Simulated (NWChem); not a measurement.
# doublet [HNO3]+ at 3 levels

Wanted: a comparison of 3 runs (U-wB97X/def2-SVPD, UB2PLYP/def2-SVPD, UCAM-B3LYP/def2-SVPD) of doublet [HNO3]+. 

The calculation is run with NWChem 7.3.0.

## Step 1: The structure to begin with

[HNO3]+ has 5 atoms, charge +1, and is taken as a doublet. SMILES of the parent species: `O=[N+]([O-])O`. The shape is that of a PBE0-D4/def2-TZVP optimisation. That shape belongs to the parent species and isn't relaxed for this state.

Bond lengths: O1–N2 1.186 Å, N2–O3 1.201 Å, N2–O4 1.385 Å, O4–H5 0.970 Å. Angles: O1–N2–O3 130.2°, O1–N2–O4 114.2°, O3–N2–O4 115.7°, N2–O4–H5 103.1°.

## Step 2: A single-point energy at U-wB97X/def2-SVPD (run 1)

Input file hno3.xyz:

```xyz
5
HNO3 energy
O      1.317870    -0.315800     0.746500
N      0.253090    -0.279730     0.226190
O     -0.596440    -1.123960     0.141450
O     -0.044080     0.932950    -0.373960
H     -0.930440     0.786540    -0.740170
```

Input file run.py:

```python
from ase.io import read
from ase.calculators.nwchem import NWChem

mol = read('hno3.xyz')

calc = NWChem(
    label='hno3',
    theory='dft',
    memory='2200 mb',
    basis='def2-SVPD',
    basispar='spherical bse',
    charge=1,
    dft={'xc': 'wb97x', 'mult': '2', 'grid': 'fine', 'convergence': 'energy 1e-08', 'iterations': '100', 'mulliken': None},
    task='energy',
)
mol.calc = calc

print(f"energy = {mol.get_potential_energy():.6f} eV")
```

Launch:

```sh
$ export ASE_NWCHEM_COMMAND="nwchem PREFIX.nwi > PREFIX.nwo"
$ python run.py
```

Standard output:

```text
energy = -7623.550697 eV
```

The calculator wrote hno3.nwi:

```
title "hno3"

permanent_dir hno3

scratch_dir hno3

start hno3

geometry units angstrom nocenter noautosym noautoz
  O  1.3178700000000001e+00 -3.1580000000000003e-01 7.4650000000000005e-01
  N  2.5308999999999998e-01 -2.7972999999999998e-01 2.2619000000000000e-01
  O  -5.9643999999999997e-01 -1.1239600000000001e+00 1.4144999999999999e-01
  O  -4.4080000000000001e-02 9.3294999999999995e-01 -3.7396000000000001e-01
  H  -9.3044000000000004e-01 7.8654000000000002e-01 -7.4016999999999999e-01
end

charge 1

memory 2200 mb

basis spherical bse noprint
   * library def2-SVPD
end

dft
  xc wb97x
  mult 2
  grid fine
  convergence energy 1e-08
  iterations 100
  mulliken
end

task dft energy
```

hno3.nwo:

```text
Northwest Computational Chemistry Package (NWChem) 7.3.0
             --------------------------------------------------------

           Job information
           ---------------

    nwchem branch   = 7.3.0
    use scalapack   = T
    input           = hno3.nwi
    prefix          = hno3.
    data base       = hno3/hno3.db
    status          = startup
    nproc           =        1

           Memory information
           ------------------

    heap     =     72089594 doubles =      550.0 Mbytes
    stack    =     72089599 doubles =      550.0 Mbytes
    global   =    144179200 doubles =     1100.0 Mbytes (distinct from heap & stack)
    total    =    288358393 doubles =     2200.0 Mbytes
    verify   = yes
    hardfail = no

[... 97 lines left out ...]
  convergence criterion.
[... 18 lines left out ...]
          Convergence on gradient requested:  5.00D-04
[... 31 lines left out ...]
          Convergence aids based upon iterative change in
[... 30 lines left out ...]
 1-e energy   =    -617.036630
[... 53 lines left out ...]
         Total DFT energy =     -280.160322982711
[... 2 lines left out ...]
    Exchange-Corr. energy =      -32.395627639041
[... 693 lines left out ...]
                     DFT Final Beta Molecular Orbital Analysis
[... 782 lines left out ...]
 center of mass
 --------------
 x =   0.40318360 y =  -0.33689748 z =   0.31925437

 moments of inertia (a.u.)
 ------------------
         165.629570926660         -14.552816494282         -49.548151633484
         -14.552816494282         154.782150896872          40.958091984514
         -49.548151633484          40.958091984514         242.271201059768

     Multipole analysis of the density
     ---------------------------------

     L   x y z        total         alpha         beta         nuclear
     -   - - -        -----         -----         ----         -------
     0   0 0 0      1.000000    -16.000000    -15.000000     32.000000

     1   1 0 0     -0.526951     -6.027180     -6.329436     11.829666
[... 8 lines of this table left out ...]
     2   0 0 2    -13.272690    -18.916948    -18.078024     23.722282

 Task  times  cpu:       82.9s     wall:       82.9s
 Total times  cpu:       82.9s     wall:       82.9s
```

Run time: 84 s. Hardware: 1 thread of Intel Xeon 6975P-C (Granite Rapids), shared host; peak memory 0.11 GiB.

## Step 3: The energy at UB2PLYP/def2-SVPD (run 2)

Input file nw.nw:

```
start nw
title "HNO3"
memory 2200 mb
charge 1

geometry units atomic noautosym nocenter noautoz
   O    2.49041337  -0.59677551   1.41068055
   N    0.47827078  -0.52861309   0.42743715
   O   -1.12710825  -2.12397658   0.26730176
   O   -0.08329913   1.76301999  -0.70668198
   H   -1.75827678   1.48634519  -1.39871859
end

basis spherical bse
   O library def2-SVPD
   N library def2-SVPD
   H library def2-SVPD
end

dft
   xc hfexch 0.53 becke88 0.47 lyp 0.73 mp2 0.27
   dftmp2 semidirect
   mult 2
   grid fine
   convergence energy 1e-08
   maxiter 100
   mulliken
   print medium
end

mp2
   freeze core 4
end

task dft energy
```

Launch:

```sh
$ nwchem nw.nw > nw.out
```

Standard output:

```text
[...]
          Wavefunction type:  spin polarized.
          No. of atoms     :     5
          No. of electrons :    31
[...]
          Charge           :     1
          Spin multiplicity:     2
[...]
          AO basis - number of functions:    97
[...]
              XC Information
              --------------
                     Hartree-Fock (Exact) Exchange  0.530
                    Becke 1988 Exchange Functional  0.470
              Lee-Yang-Parr Correlation Functional  0.730
[...]
 d= 0,ls=0.0,diis     1   -279.5679425317 -4.07D+02  8.16D-03  4.58D-01     1.3
[...]
 d= 0,ls=0.0,diis    21   -279.7452465087 -5.52D-09  1.44D-06  2.12D-10    24.7
[...]
         Total DFT energy =     -279.745246508676
      One electron energy =     -625.771149728961
           Coulomb energy =      250.363425887423
    Exchange-Corr. energy =      -31.973485912446
 Nuclear repulsion energy =      127.635963245309
[...]
      Total Density - Mulliken Population Analysis
     ---------------------------------------------
    Atom       Charge   Shell Charges
 -----------   ------   -------------------------------------------------------
    1 O    8     8.00   1.99  1.18  0.75 -0.01  2.68  1.32  0.05  0.03  0.00
    2 N    7     6.13   1.99  1.07  0.04  0.03  2.30  0.73  0.15 -0.18
    3 O    8     8.03   1.99  1.18  0.75 -0.01  2.69  1.35  0.06  0.03  0.00
    4 O    8     8.16   1.99  1.14  0.67  0.02  2.78  1.48  0.07  0.02 -0.00
    5 H    1     0.67   0.66 -0.04  0.06 -0.02
[...]
      <S2> =      0.7773 (Exact =     0.7500)
[...]
  Basis functions       =     97
[...]
```

Run time: 28 s. Hardware: 1 thread of Intel Xeon 6975P-C (Granite Rapids), shared host; peak memory 0.27 GiB.

## Step 4: The energy at UCAM-B3LYP/def2-SVPD (run 3)

Input file struct.xyz:

```xyz
5

O      1.317870    -0.315800     0.746500
N      0.253090    -0.279730     0.226190
O     -0.596440    -1.123960     0.141450
O     -0.044080     0.932950    -0.373960
H     -0.930440     0.786540    -0.740170
```

Input file run.py:

```python
from ase.io import read
from ase.calculators.nwchem import NWChem

atoms = read('struct.xyz')

calc = NWChem(
    label='struct',
    theory='dft',
    memory='2200 mb',
    basis='def2-SVPD',
    basispar='spherical bse',
    charge=1,
    dft={'xc': 'xcamb88 1.00 lyp 0.81 vwn_5 0.19 hfexch 1.00', 'cam': '0.33 cam_alpha 0.19 cam_beta 0.46', 'mult': '2', 'grid': 'fine', 'convergence': 'energy 1e-08', 'direct': None, 'iterations': '100', 'mulliken': None},
    task='energy',
)
atoms.calc = calc

print(f"energy = {atoms.get_potential_energy():.6f} eV")
```

Launch:

```sh
$ export ASE_NWCHEM_COMMAND="nwchem PREFIX.nwi > PREFIX.nwo"
$ python run.py
```

Standard output:

```text
energy = -7622.930191 eV
```

The calculator wrote struct.nwi:

```
title "struct"

permanent_dir struct

scratch_dir struct

start struct

geometry units angstrom nocenter noautosym noautoz
  O  1.3178700000000001e+00 -3.1580000000000003e-01 7.4650000000000005e-01
  N  2.5308999999999998e-01 -2.7972999999999998e-01 2.2619000000000000e-01
  O  -5.9643999999999997e-01 -1.1239600000000001e+00 1.4144999999999999e-01
  O  -4.4080000000000001e-02 9.3294999999999995e-01 -3.7396000000000001e-01
  H  -9.3044000000000004e-01 7.8654000000000002e-01 -7.4016999999999999e-01
end

charge 1

memory 2200 mb

basis spherical bse noprint
   * library def2-SVPD
end

dft
  xc xcamb88 1.00 lyp 0.81 vwn_5 0.19 hfexch 1.00
  cam 0.33 cam_alpha 0.19 cam_beta 0.46
  mult 2
  grid fine
  convergence energy 1e-08
  direct
  iterations 100
  mulliken
end

task dft energy
```

struct.nwo:

```text
Northwest Computational Chemistry Package (NWChem) 7.3.0
             --------------------------------------------------------

           Job information
           ---------------

    nwchem branch   = 7.3.0
    use scalapack   = T
    input           = struct.nwi
    prefix          = struct.
    data base       = struct/struct.db
    status          = startup
    nproc           =        1

           Memory information
           ------------------

    heap     =     72089594 doubles =      550.0 Mbytes
    stack    =     72089599 doubles =      550.0 Mbytes
    global   =    144179200 doubles =     1100.0 Mbytes (distinct from heap & stack)
    total    =    288358393 doubles =     2200.0 Mbytes
    verify   = yes
    hardfail = no

[... 97 lines left out ...]
  convergence criterion.
[... 18 lines left out ...]
          Convergence on gradient requested:  5.00D-04
[... 31 lines left out ...]
          Convergence aids based upon iterative change in
[... 30 lines left out ...]
 1-e energy   =    -617.036630
[... 53 lines left out ...]
         Total DFT energy =     -280.137519799223
[... 2 lines left out ...]
    Exchange-Corr. energy =      -32.363825607990
[... 693 lines left out ...]
                     DFT Final Beta Molecular Orbital Analysis
[... 782 lines left out ...]
 center of mass
 --------------
 x =   0.40318360 y =  -0.33689748 z =   0.31925437

 moments of inertia (a.u.)
 ------------------
         165.629570926660         -14.552816494282         -49.548151633484
         -14.552816494282         154.782150896872          40.958091984514
         -49.548151633484          40.958091984514         242.271201059768

     Multipole analysis of the density
     ---------------------------------

     L   x y z        total         alpha         beta         nuclear
     -   - - -        -----         -----         ----         -------
     0   0 0 0      1.000000    -16.000000    -15.000000     32.000000

     1   1 0 0     -0.460296     -6.130628     -6.159334     11.829666
[... 8 lines of this table left out ...]
     2   0 0 2    -13.297451    -18.996102    -18.023631     23.722282

 Task  times  cpu:       74.8s     wall:       74.8s
 Total times  cpu:       74.9s     wall:       74.9s
```

Run time: 76 s. Hardware: 1 thread of Intel Xeon 6975P-C (Granite Rapids), shared host; peak memory 0.11 GiB.

## Step 5: All runs side by side

| run | level | frozen core orbitals | energy (Eh) | HOMO energy (eV) | LUMO energy (eV) | ⟨S²⟩ | wall time |
| --- | --- | --- | --- | --- | --- | --- | --- |
| 1 | U-wB97X/def2-SVPD | – | -280.160323 | -20.90 | -13.15 | 0.759 | 84 s |
| 2 | UB2PLYP/def2-SVPD | 4 | -280.013693 | -19.20 | -13.73 | 0.777 | 28 s |
| 3 | UCAM-B3LYP/def2-SVPD | – | -280.137520 | -19.90 | -14.30 | 0.760 | 76 s |

## Step 6: Outcome

| quantity | value |
| --- | --- |
| run 3: total energy | -280.13752 Eh |
| run 3: HOMO energy (highest over α and β) | -19.90 eV |
| run 3: LUMO energy (lowest over α and β) | -14.30 eV |
| run 3: ⟨S²⟩ | 0.760 |

**Reading.** Totals of different functionals can't be ranked against each other. All runs together took 3.1 min, the longest 84 s.
